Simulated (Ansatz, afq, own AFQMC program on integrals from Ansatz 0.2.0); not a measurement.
Integrals from Ansatz 0.2.0, then the random walk in our own AFQMC program (afq).

```yaml
crystal:
  periodic: [false, false, false]
  atoms:
    - {symbol: B, position_ang: [0.000000, 0.000000, 0.000000]}
    - {symbol: N, position_ang: [0.000000, 0.000000, 0.987000]}
basis:
  gaussian: {orbitals: 6-31G}
magnetization: {spin_polarized: true, initial_magnetization: 0}
correlation: {method: ccsd_t, electrons: outside_noble_gas, hamiltonian_folder: ham}
```

```sh
$ ansatz run in.yaml --threads 1 --pin off --events-out ev --progress --plain --max-ram 24576MiB --backend cuda --devices 0, --max-vram 18GiB
```

Options of the walk:

```
--method phaseless --trial cisd --walkers 4000 --populations 20 --least-time 60 --time-step 0.005 --steps-per-block 50 --equilibration-blocks 28 --max-blocks 4000 --target-error 0.00017 --factor-cut 1e-05 --start spin_pure --seed 5994 --release-times 0.24,0.51,0.99,1.62,2.4 --release-step 0.03 --release-every 3 --taylor-order 6
```

Times are imaginary, in 1/Eh. The walk had a cap of 122 s. With eight or more populations the least sampling time is a fifth of least-time, and the error comes from their spread.

Output of the walk:

```
orbitals 16  electrons 4 4  factors 96 of 258
reference energy -78.75279530 Eh
CCSD correlation -0.12275025 Eh in 17 cycles, weight of the determinant in the CISD state 0.8558
energy of the start -78.850293 Eh
 block  time / (1/Eh)  mean weight  energy / Eh
     1     0.250  1.0000  -78.862929
     2     0.500  1.0002  -78.870948
     3     0.750  1.0001  -78.874836
     4     1.000  1.0002  -78.877520
     5     1.250  1.0000  -78.880248
     9     2.250  1.0001  -78.878265
    21     5.250  1.0004  -78.884030
    37     9.250  0.9998  -78.881043
    53    13.250  1.0001  -78.882803
    69    17.250  1.0000  -78.879691
    85    21.250  1.0001  -78.880686
   101    25.250  0.9998  -78.881823
   117    29.250  1.0003  -78.881600
   133    33.250  0.9999  -78.883038
   149    37.250  0.9999  -78.884343
   153    38.250  1.0000  -78.884633
   165    41.250  1.0000  -78.881477
error from the spread of 20 populations
released: time / (1/Eh)  energy / Eh  error  mean overlap
  0.24  -78.882466  0.000118  1.0016
  0.51  -78.883053  0.000127  1.0026
  0.99  -78.883841  0.000130  1.0014
  1.62  -78.884115  0.000135  1.0021
  2.40  -78.883973  0.000173  1.0063
energy -78.882166 +/- 0.000138 Eh
(rows thinned)
```

The run passed its tests (sampling time, drift between the halves within three errors, error under three times the target), which doesn't prove that it has relaxed.

Against this walk (error 3.8 meV) on the same determinant: CCSD(T) 92.9 meV higher, CCSDT(Q) 73.1 meV lower, CCSDTQ 70.3 meV lower, full CI 74.2 meV lower. The error is statistical and leaves out the bias of the constraint. The determinant has ⟨S²⟩ = 1.08, so the low cluster orders mix in higher spin, while the walk starts as a pure singlet. Released to 2.40 1/Eh the energy lies 49 ± 6 meV (both errors) below the phaseless value, which shows part or all of the bias of the constraint, and full CI lies 25.0 meV below the released value. Full CI is exact here, so the walk's 74 meV above it is the walk's own error: the bias of the constraint with this trial. The determinant is a poor start (see the cautions), so the low cluster orders aren't to be relied on, and full CI is the sure value.

Cautions: constraint bias not in the error; strong correlation (T1 0.060, weight of the determinant 0.86, largest double 0.15); unrestricted determinant spin contaminated (⟨S²⟩ 1.08 against 0.00); CCSD(T) is in doubt: in a space of 8 electrons in 8 natural orbitals full CI lies 137 meV below it; the CCSDT(Q) amplitudes may be one of several solutions (largest double 0.56); the CCSDTQ amplitudes may be one of several solutions (largest double 0.75); the released energy hasn't reached full CI (25 meV above it at 2.40 1/Eh).

The walk took 39 s on 1 × NVIDIA H100 80GB HBM3 with 2 threads of AMD EPYC 7R13 Processor (Zen 3), with other jobs on the host (the card was shared). The log's last line is the phaseless energy.

CCSDT and higher add their correlation energy to the determinant of the CCSD(T) run, since their own runs factorise the integrals more tightly (a shift of under 2 meV). A walk keeps the symmetry of its determinant, which the program's search chose and which needn't be the lowest solution, so a lower state of the same spin and another symmetry isn't excluded.
